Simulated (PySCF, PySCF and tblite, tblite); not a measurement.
**C₅H₉+: a path driven as rotation about a bond, and NMR exchange**

Aim: the barrier and rate of rotation about a bond in C₅H₉+ (`C=C[C+](C)C`), and what it does to NMR lines.

Programs: PySCF 2.14.0 with density-fitted response routines of our own, and tblite 0.8.0. All values are computed, except where a source is named. Atoms count from 0 throughout.

## (1) The starting structure

14 atoms, charge 1, multiplicity 1; geometry from: force field or distance geometry start.

Bonds of the start (Å): C0–C1 1.34, C0–H5 1.07, C0–H6 1.09, C1–C2 1.43, C1–H7 1.10, C2–C3 1.50, C2–C4 1.50, C3–H10 1.09, C3–H8 1.10, C3–H9 1.09, C4–H11 1.09, C4–H12 1.09, C4–H13 1.09.

## (2) GFN2-xTB relaxation, start minimum

What the job is given:

```
{"job": {"xc": "GFN2-xTB", "basis": "xTB", "kind": "relax"}, "charge": 1, "multiplicity": 1}
C      1.791100    -0.845700    -0.900600
C      1.214100     0.076300    -0.111800
C     -0.186100     0.183600     0.175200
C     -0.680800     1.272700     1.080400
C     -1.207400    -0.737800    -0.422100
H      2.853100    -0.853600    -1.049100
H      1.208600    -1.595100    -1.428100
H      1.877600     0.799000     0.390800
H     -1.194500     0.822800     1.947900
H     -1.382300     1.922500     0.566400
H      0.133100     1.882600     1.472800
H     -1.016000    -1.774900    -0.131000
H     -1.196600    -0.669000    -1.512100
H     -2.214600    -0.483700    -0.100900
```

Command:

```console
> OMP_NUM_THREADS=1 python ens_run.py task.json out
```

The driver reads the study from task.json and runs its stages one after another.

What it wrote:

```text
step      E/eV     max force
  0    -402.42381    1.543
  1    -402.47893    0.726
  2    -402.50117    0.469
  3    -402.51922    0.328
  4    -402.52977    0.219
  5    -402.53407    0.164
  6    -402.53713    0.122
  7    -402.53834    0.083
  8    -402.53885    0.054
  9    -402.53918    0.048
 10    -402.53950    0.059
 11    -402.53972    0.050
 12    -402.53983    0.028
 13    -402.53991    0.024
 14    -402.54001    0.036
 15    -402.54017    0.055
 16    -402.54039    0.059
 17    -402.54060    0.040
 18    -402.54074    0.023
 19    -402.54081    0.016
 20    -402.54086    0.018
 21    -402.54089    0.013
 22    -402.54091    0.009
 23    -402.54092    0.007
 24    -402.54093    0.007
 25    -402.54093    0.005
 26    -402.54094    0.003
 27    -402.45625    1.376
 28    -402.51852    0.642
 29    -402.53769    0.441
 30    -402.54244    0.255
 31    -402.54401    0.103
 32    -402.54442    0.053
 33    -402.54465    0.035
 34    -402.54475    0.031
 35    -402.54486    0.026
 36    -402.54491    0.021
 37    -402.54497    0.021
 38    -402.54503    0.023
 39    -402.54511    0.026
 40    -402.54518    0.019
 41    -402.54524    0.019
 42    -402.54529    0.017
 43    -402.54534    0.018
 44    -402.54537    0.014
 45    -402.54539    0.013
 46    -402.54541    0.016
 47    -402.54544    0.016
 48    -402.54548    0.017
 49    -402.54550    0.016
 50    -402.54553    0.018
 51    -402.54555    0.017
 52    -402.54561    0.026
 53    -402.54571    0.039
 54    -402.54583    0.038
 55    -402.54594    0.028
 56    -402.54602    0.029
 57    -402.54610    0.037
 58    -402.54622    0.046
 59    -402.54643    0.057
 60    -402.54670    0.057
 61    -402.54701    0.043
 62    -402.54733    0.043
 63    -402.54766    0.059
 64    -402.54802    0.062
 65    -402.54819    0.051
 66    -402.54835    0.083
 67    -402.54863    0.041
 68    -402.54885    0.036
 69    -402.54919    0.036
 70    -402.54951    0.050
 71    -402.54989    0.058
 72    -402.55027    0.051
 73    -402.55055    0.045
 74    -402.55075    0.054
 75    -402.55095    0.042
 76    -402.55116    0.032
 77    -402.55127    0.026
 78    -402.55141    0.025
 79    -402.55152    0.029
 80    -402.55160    0.024
 81    -402.55164    0.017
 82    -402.55167    0.012
 83    -402.55169    0.012
 84    -402.55171    0.012
 85    -402.55172    0.011
 86    -402.55173    0.010
 87    -402.55175    0.014
 88    -402.55178    0.017
 89    -402.55180    0.015
 90    -402.55184    0.019
 91    -402.55190    0.023
 92    -402.55198    0.026
 93    -402.55208    0.027
 94    -402.55216    0.025
 95    -402.55224    0.021
 96    -402.55230    0.018
 97    -402.55235    0.020
 98    -402.55239    0.020
 99    -402.55243    0.018
100    -402.55247    0.015
101    -402.55252    0.015
102    -402.55257    0.016
103    -402.55261    0.019
104    -402.55266    0.025
105    -402.55273    0.019
106    -402.55283    0.016
107    -402.55294    0.017
108    -402.55298    0.014
109    -402.55302    0.013
110    -402.55304    0.016
111    -402.55306    0.010
112    -402.55307    0.007
113    -402.55308    0.004
114    -402.55308    0.005
115    -402.55309    0.006
116    -402.55309    0.005
117    -402.55310    0.004
118    -402.55310    0.004
119    -402.55310    0.004
120    -402.55310    0.003
```

Wall time 0.4 s (1 thread of AMD EPYC 7B13, shared host).

Relaxing gained 0.129 eV and moved the atoms by 0.40 Å on average (rms).

## (3) Relaxed scan, rotation

What the job is given:

```
{"job": {"xc": "GFN2-xTB", "basis": "xTB", "coordinate": [["t", [0, 1, 2, 3], 0.25], ["t", [0, 1, 2, 4], 0.25], ["t", [7, 1, 2, 3], 0.25], ["t", [7, 1, 2, 4], 0.25]], "kind": "drive"}, "charge": 1, "multiplicity": 1}
C      1.758755    -0.768842    -0.970449
C      1.162108     0.168041    -0.206359
C     -0.212616     0.174723     0.161509
C     -0.656573     1.172704     1.122649
C     -1.186922    -0.761552    -0.375961
H      2.814299    -0.711785    -1.185080
H      1.238695    -1.622506    -1.376414
H      1.767340     0.971813     0.195793
H     -1.621527     0.939198     1.567547
H     -0.771287     2.124637     0.586118
H      0.093598     1.376326     1.888472
H     -1.306178    -1.571980     0.355867
H     -0.901320    -1.213608    -1.321273
H     -2.175984    -0.307331    -0.450516
```

What it wrote:

```text
point  coordinate     E/eV
  0     98.600     -402.54584
  1    113.500     -402.52865
  2    128.200     -402.48641
  3    142.800     -402.40299
  4    157.800     -402.29268
  5    173.200     -402.20360
  6    189.000     -402.19208
  7    204.600     -402.27025
  8    219.600     -402.40650
  9    234.200     -402.49527
 10    248.900     -402.52830
 11    263.700     -402.53663
```

Run time: 2.3 s. Hardware: 1 thread of AMD EPYC 7B13, shared host.

The highest point is number 6, 8.2 kcal/mol above the first.

## (4) Nudged elastic band, leg 1

The job, as its differences from that of step 3:

```diff
@@ -1,2 +1,2 @@
-{"job": {"xc": "GFN2-xTB", "basis": "xTB", "coordinate": [["t", [0, 1, 2, 3], 0.25], ["t", [0, 1, 2, 4], 0.25], ["t", [7, 1, 2, 3], 0.25], ["t", [7, 1, 2, 4], 0.25]], "kind": "drive"}, "charge": 1, "multiplicity": 1}
+{"job": {"xc": "GFN2-xTB", "basis": "xTB", "kind": "neb"}, "charge": 1, "multiplicity": 1}
 C      1.758755    -0.768842    -0.970449
```

What it wrote:

```text
image   E - E0 / eV
  0       0.0000
  1       0.0595
  2       0.3622
  3       0.2372
  4       0.0872
  5       0.0188
  6      -0.0000
```

It took 2.7 s on 1 thread of AMD EPYC 7B13, shared host; peak memory 0.19 GiB.

The highest point is number 2, 8.4 kcal/mol above the first.

## (5) Saddle search, leg 1

What the job is given:

```
{"job": {"xc": "GFN2-xTB", "basis": "xTB", "kind": "saddle"}, "charge": 1, "multiplicity": 1}
C      1.832667    -0.199867    -1.092920
C      1.120964    -0.342495     0.011190
C     -0.265436    -0.006195     0.241430
C     -0.590668     1.301943     0.763768
C     -1.297133    -0.980516    -0.035728
H      2.871578    -0.475380    -1.129824
H      1.412225     0.223314    -1.990666
H      1.592030    -0.732953     0.914578
H     -1.566116     1.355662     1.244698
H     -0.638689     1.959206    -0.119382
H      0.198667     1.729633     1.382482
H     -1.322011    -1.679317     0.813408
H     -1.055146    -1.607654    -0.895900
H     -2.292932    -0.545380    -0.107136
```

What it wrote:

```text
step      E/eV     max force
  0    -402.19093   0.0401
  1    -402.18597   0.1078
  2    -402.18850   0.0360
  3    -402.18633   0.0453
  4    -402.18627   0.0149
  5    -402.18628   0.0040
lowest wavenumbers (cm-1): -238.5 73.4 143.4 218.5 269.3 382.7
```

It took 1.8 s on 1 thread of AMD EPYC 7B13, shared host; peak memory 0.2 GiB.

Point group C1; 1 imaginary mode, 238i cm⁻¹, carried by H7, C0, H6, C1. Steps downhill from it reached both ends.

## (6) Shieldings, start: BHandHLYP/pcSseg-1

What the job is given:

```
{"job": {"kind": "nmr", "xc": "BHandHLYP", "basis": "pcSseg-1", "pop": false}, "charge": 1, "multiplicity": 1}
C      1.758755    -0.768842    -0.970449
C      1.162108     0.168041    -0.206359
C     -0.212616     0.174723     0.161509
C     -0.656573     1.172704     1.122649
C     -1.186922    -0.761552    -0.375961
H      2.814299    -0.711785    -1.185080
H      1.238695    -1.622506    -1.376414
H      1.767340     0.971813     0.195793
H     -1.621527     0.939198     1.567547
H     -0.771287     2.124637     0.586118
H      0.093598     1.376326     1.888472
H     -1.306178    -1.571980     0.355867
H     -0.901320    -1.213608    -1.321273
H     -2.175984    -0.307331    -0.450516
```

What it wrote:

```text
coarse grid: 11016 points
cycle   1  E = -195.4202255450  dE =  9.058e-01  |g| = 3.443e-01  |ddm| = 3.144e+00
cycle   2  E = -195.4372689246  dE = -1.704e-02  |g| = 2.783e-01  |ddm| = 6.195e-01
cycle   3  E = -195.4548947409  dE = -1.763e-02  |g| = 6.625e-02  |ddm| = 2.577e-01
cycle   4  E = -195.4558353458  dE = -9.406e-04  |g| = 3.342e-02  |ddm| = 7.786e-02
cycle   5  E = -195.4561284303  dE = -2.931e-04  |g| = 2.254e-03  |ddm| = 2.792e-02
cycle   6  E = -195.4561306024  dE = -2.172e-06  |g| = 1.445e-03  |ddm| = 3.555e-03
final grid: 104392 points
cycle   7  E = -195.4835814980  dE = -1.536e-05  |g| = 3.240e-03  |ddm| = 1.480e-02
cycle   8  E = -195.4835826929  dE = -1.195e-06  |g| = 2.472e-03  |ddm| = 4.622e-03
cycle   9  E = -195.4835842148  dE = -1.522e-06  |g| = 3.051e-04  |ddm| = 1.996e-03
cycle  10  E = -195.4835842348  dE = -1.999e-08  |g| = 1.366e-04  |ddm| = 3.258e-04
cycle  11  E = -195.4835842395  dE = -4.691e-09  |g| = 2.722e-05  |ddm| = 1.190e-04
cycle  12  E = -195.4835842397  dE = -1.782e-10  |g| = 6.014e-06  |ddm| = 2.787e-05
converged SCF energy = -195.4835842397

GIAO shielding tensors (ppm)
atom      isotropic    diamagn.    paramagn.     s11        s22        s33       span
  0 C       -3.761     255.613    -259.374   -130.847    -53.249    172.812    303.658
  1 C       38.589     256.747    -218.158    -70.838     33.109    153.495    224.333
  2 C     -100.580     264.506    -365.086   -252.778   -210.350    161.387    414.165
  3 C      144.233     248.889    -104.655    115.177    145.956    171.567     56.390
  4 C      152.161     249.079     -96.918    117.726    164.386    174.372     56.645
  5 H       23.076      27.312      -4.236     19.379     23.249     26.600      7.221
  6 H       22.970      30.877      -7.908     17.746     23.315     27.847     10.101
  7 H       23.913      31.991      -8.077     21.403     22.062     28.276      6.873
  8 H       28.171      29.054      -0.883     24.369     28.355     31.790      7.421
  9 H       28.168      27.709       0.459     24.646     26.432     33.425      8.778
 10 H       28.122      28.821      -0.699     24.348     27.145     32.872      8.525
 11 H       28.503      28.285       0.219     24.744     26.560     34.205      9.460
 12 H       28.028      30.540      -2.511     23.653     27.690     32.742      9.089
 13 H       28.048      28.748      -0.701     24.144     27.878     32.121      7.977
```

Run time: 8.7 s. Hardware: 1 thread of AMD EPYC 7B13, shared host; peak memory 0.61 GiB.

In short: HOMO -15.12 eV, LUMO -7.73 eV.

## (7) Shieldings, saddle of leg 1: BHandHLYP/pcSseg-1

What the job is given:

```
{"job": {"kind": "nmr", "xc": "BHandHLYP", "basis": "pcSseg-1", "pop": false}, "charge": 1, "multiplicity": 1}
C      1.853601    -0.162700    -1.086974
C      1.115673    -0.351994    -0.007873
C     -0.266114    -0.007598     0.232546
C     -0.590582     1.304061     0.746583
C     -1.300412    -0.988817    -0.014972
H      2.882684    -0.472370    -1.122507
H      1.457794     0.305325    -1.972972
H      1.555241    -0.829338     0.869848
H     -1.555059     1.349829     1.250845
H     -0.665585     1.959211    -0.135516
H      0.208703     1.739526     1.347013
H     -1.348119    -1.653682     0.859312
H     -1.056842    -1.645438    -0.851964
H     -2.290984    -0.546014    -0.113369
```

What it wrote:

```text
coarse grid: 11016 points
cycle   1  E = -195.3781866688  dE =  9.622e-01  |g| = 4.224e-01  |ddm| = 3.125e+00
cycle   2  E = -195.3897346220  dE = -1.155e-02  |g| = 4.053e-01  |ddm| = 8.444e-01
cycle   3  E = -195.4297571109  dE = -4.002e-02  |g| = 5.881e-02  |ddm| = 4.002e-01
cycle   4  E = -195.4305067888  dE = -7.497e-04  |g| = 3.212e-02  |ddm| = 6.953e-02
cycle   5  E = -195.4307451839  dE = -2.384e-04  |g| = 2.661e-03  |ddm| = 2.421e-02
cycle   6  E = -195.4307487047  dE = -3.521e-06  |g| = 1.004e-03  |ddm| = 4.082e-03
final grid: 104392 points
cycle   7  E = -195.4580275312  dE = -1.436e-05  |g| = 2.632e-03  |ddm| = 1.403e-02
cycle   8  E = -195.4580284288  dE = -8.976e-07  |g| = 1.868e-03  |ddm| = 3.529e-03
cycle   9  E = -195.4580292952  dE = -8.664e-07  |g| = 2.004e-04  |ddm| = 1.409e-03
cycle  10  E = -195.4580293027  dE = -7.442e-09  |g| = 1.374e-04  |ddm| = 2.659e-04
cycle  11  E = -195.4580293074  dE = -4.713e-09  |g| = 1.198e-05  |ddm| = 1.164e-04
cycle  12  E = -195.4580293075  dE = -9.936e-11  |g| = 5.217e-06  |ddm| = 2.142e-05
converged SCF energy = -195.4580293075

GIAO shielding tensors (ppm)
atom      isotropic    diamagn.    paramagn.     s11        s22        s33       span
  0 C       57.864     253.545    -195.681    -42.679     35.129    181.142    223.821
  1 C       37.733     262.569    -224.837    -61.695     67.735    107.158    168.853
  2 C     -174.633     263.776    -438.409   -360.717   -315.997    152.815    513.531
  3 C      132.952     250.658    -117.706     90.309    146.580    161.967     71.658
  4 C      133.994     250.430    -116.436     92.085    143.614    166.283     74.198
  5 H       25.425      27.849      -2.424     23.157     24.864     28.253      5.096
  6 H       26.051      30.962      -4.911     23.062     25.694     29.398      6.335
  7 H       24.731      30.286      -5.555     23.671     25.134     25.389      1.717
  8 H       27.394      28.915      -1.521     24.274     27.263     30.645      6.371
  9 H       28.068      28.330      -0.262     24.619     27.033     32.551      7.932
 10 H       27.440      28.929      -1.489     24.185     27.133     31.002      6.817
 11 H       27.786      27.375       0.411     24.287     26.469     32.603      8.315
 12 H       27.497      29.150      -1.652     24.353     27.438     30.700      6.347
 13 H       27.473      29.128      -1.655     24.465     27.357     30.597      6.132
```

Wall time 8.5 s (1 thread of AMD EPYC 7B13, shared host); peak memory 0.62 GiB.

This run: HOMO -14.11 eV, LUMO -7.61 eV.

## (8) Kinetics and line shapes

What the job is given:

```
{"job": {"smiles": "C=C[C+](C)C", "charge": 1, "mult": 1, "motion": "rotation", "what": "allyl or dienyl ion", "atoms": [1, 2], "drives": [{"terms": [["t", [0, 1, 2, 3], 0.25], ["t", [0, 1, 2, 4], 0.25], ["t", [7, 1, 2, 3], 0.25], ["t", [7, 1, 2, 4], 0.25]], "by": 180, "n": 12}], "study": "path", "level": {"kind": "nmr", "xc": "BHandHLYP", "basis": "pcSseg-1"}, "fields": [90, 250, 360], "first": 0, "seed": 472, "kind": "path"}, "charge": 1, "multiplicity": 1}
C      1.758755    -0.768842    -0.970449
C      1.162108     0.168041    -0.206359
C     -0.212616     0.174723     0.161509
C     -0.656573     1.172704     1.122649
C     -1.186922    -0.761552    -0.375961
H      2.814299    -0.711785    -1.185080
H      1.238695    -1.622506    -1.376414
H      1.767340     0.971813     0.195793
H     -1.621527     0.939198     1.567547
H     -0.771287     2.124637     0.586118
H      0.093598     1.376326     1.888472
H     -1.306178    -1.571980     0.355867
H     -0.901320    -1.213608    -1.321273
H     -2.175984    -0.307331    -0.450516
```

What it wrote:

```text
stationary points (kcal/mol above the start)
  n  kind          group   xTB      DFT    lowest mode
  0  minimum      C1       0.00     0.00      60.7
  1  saddle       C1       8.46    16.15    -238.5
  2  minimum      C1      -0.00     0.00      59.9

GFN2-xTB energies: T/K, barrier G, reaction G (kcal/mol), k forward, k back (1/s)
 150.00     7.40    -0.00       51.3       50.8
 200.00     7.45    -0.00   3.01e+04   2.98e+04
 250.00     7.51    -0.00   1.43e+06   1.42e+06
 298.15     7.57    -0.00   1.76e+07   1.75e+07
 350.00     7.64    -0.00   1.24e+08   1.23e+08
 400.00     7.71    -0.00   5.11e+08   5.08e+08
 500.00     7.87    -0.01   3.79e+09   3.77e+09

BHandHLYP/pcSseg-1 + D3(BJ) energies: T/K, barrier G, reaction G (kcal/mol), k forward, k back (1/s)
 150.00    15.09    -0.00   3.23e-10    3.2e-10
 200.00    15.14    -0.00   0.000119   0.000118
 250.00    15.20    -0.00      0.271      0.269
 298.15    15.26    -0.00       40.9       40.6
 350.00    15.33    -0.00   1.97e+03   1.95e+03
 400.00    15.40    -0.00   3.22e+04    3.2e+04
 500.00    15.56    -0.00   1.65e+06   1.64e+06
```

Run time: 27 s. Hardware: 1 thread of AMD EPYC 7B13, shared host; peak memory 0.62 GiB. This counts the whole study up to here.

Barriers by level (kcal/mol; entropies in cal/(mol K)). Zero-point and thermal terms come from xTB in every row. ΔG‡ leaves symmetry out; the rate counts one path; effective ΔG‡, where given, is the barrier that would give that rate by Eyring's equation alone:

```tsv
level	ΔE‡	with zero-point	ΔH‡	ΔS‡	ΔG‡ (298 K)	ΔE of reaction	k at 298 K (1/s)	effective ΔG‡
GFN2-xTB	8.46	7.30	7.01	-1.9	7.57	0.00	1.8e+07	7.57
BHandHLYP/pcSseg-1 + D3(BJ)	16.15	14.99	14.70	-1.9	15.26	0.00	41	15.26
```

Sites that the driver pairs across this motion, and where their lines would merge (no couplings; faster rotations or exchange between molecules can average them sooner):

```tsv
nucleus	sites: shielding (ppm)	proton frequency (MHz)	spread (Hz)	coalescence (K)	lines at 298 K
¹³C	C3: 144.2; C4: 152.2	90	180	327	2
¹³C	C3: 144.2; C4: 152.2	250	498	341	2
¹³C	C3: 144.2; C4: 152.2	360	718	347	2
¹H	H8, H9, H10: 28.15; H11, H12, H13: 28.19	90	4	279	1
¹H	H8, H9, H10: 28.15; H11, H12, H13: 28.19	250	10	291	1
¹H	H8, H9, H10: 28.15; H11, H12, H13: 28.19	360	14	295	1
```

## (9) Shieldings, start: B3LYP/pcSseg-1

What the job is given:

```
{"job": {"kind": "nmr", "xc": "B3LYP", "basis": "pcSseg-1", "pop": false}, "charge": 1, "multiplicity": 1}
C      1.758755    -0.768842    -0.970449
C      1.162108     0.168041    -0.206359
C     -0.212616     0.174723     0.161509
C     -0.656573     1.172704     1.122649
C     -1.186922    -0.761552    -0.375961
H      2.814299    -0.711785    -1.185080
H      1.238695    -1.622506    -1.376414
H      1.767340     0.971813     0.195793
H     -1.621527     0.939198     1.567547
H     -0.771287     2.124637     0.586118
H      0.093598     1.376326     1.888472
H     -1.306178    -1.571980     0.355867
H     -0.901320    -1.213608    -1.321273
H     -2.175984    -0.307331    -0.450516
```

What it wrote:

```text
coarse grid: 11016 points
cycle   1  E = -195.5472876736  dE =  6.748e-01  |g| = 3.742e-01  |ddm| = 3.222e+00
cycle   2  E = -195.5265076215  dE =  2.078e-02  |g| = 4.792e-01  |ddm| = 7.071e-01
cycle   3  E = -195.5775080782  dE = -5.100e-02  |g| = 1.054e-01  |ddm| = 3.635e-01
cycle   4  E = -195.5802539941  dE = -2.746e-03  |g| = 3.857e-02  |ddm| = 1.117e-01
cycle   5  E = -195.5806600563  dE = -4.061e-04  |g| = 9.500e-03  |ddm| = 3.583e-02
cycle   6  E = -195.5806824602  dE = -2.240e-05  |g| = 1.727e-03  |ddm| = 8.074e-03
cycle   7  E = -195.5806831162  dE = -6.561e-07  |g| = 4.762e-04  |ddm| = 1.655e-03
final grid: 104392 points
cycle   8  E = -195.6214778179  dE = -3.004e-05  |g| = 5.770e-03  |ddm| = 2.540e-02
cycle   9  E = -195.6214771104  dE =  7.075e-07  |g| = 6.023e-03  |ddm| = 8.943e-03
cycle  10  E = -195.6214864048  dE = -9.294e-06  |g| = 5.260e-04  |ddm| = 4.699e-03
cycle  11  E = -195.6214864540  dE = -4.919e-08  |g| = 3.095e-04  |ddm| = 6.666e-04
cycle  12  E = -195.6214864812  dE = -2.715e-08  |g| = 4.913e-05  |ddm| = 2.639e-04
cycle  13  E = -195.6214864817  dE = -5.065e-10  |g| = 2.051e-05  |ddm| = 5.404e-05
converged SCF energy = -195.6214864817

GIAO shielding tensors (ppm)
atom      isotropic    diamagn.    paramagn.     s11        s22        s33       span
  0 C       -4.990     255.345    -260.336   -122.573    -60.572    168.174    290.747
  1 C       31.038     255.830    -224.791    -74.582     20.770    146.927    221.509
  2 C      -98.986     263.896    -362.881   -251.091   -199.888    154.022    405.113
  3 C      136.125     249.593    -113.468    106.475    139.483    162.418     55.943
  4 C      145.240     250.000    -104.760    109.821    159.490    166.410     56.590
  5 H       23.220      27.326      -4.106     19.551     23.552     26.557      7.006
  6 H       23.044      31.187      -8.144     17.872     23.581     27.678      9.806
  7 H       23.809      32.026      -8.218     20.991     22.278     28.157      7.166
  8 H       28.074      29.106      -1.031     24.576     28.417     31.230      6.654
  9 H       28.012      27.722       0.290     24.710     26.372     32.953      8.243
 10 H       28.025      28.921      -0.896     24.536     27.131     32.410      7.874
 11 H       28.377      28.341       0.036     24.812     26.502     33.817      9.005
 12 H       27.935      30.732      -2.797     23.794     27.698     32.313      8.519
 13 H       27.971      28.788      -0.817     24.326     27.938     31.649      7.323
```

Run time: 8.8 s. Hardware: 1 thread of AMD EPYC 7B13, shared host; peak memory 0.62 GiB.

Key values: HOMO -14.02 eV, LUMO -9.03 eV.

[end of part 1 of 2]
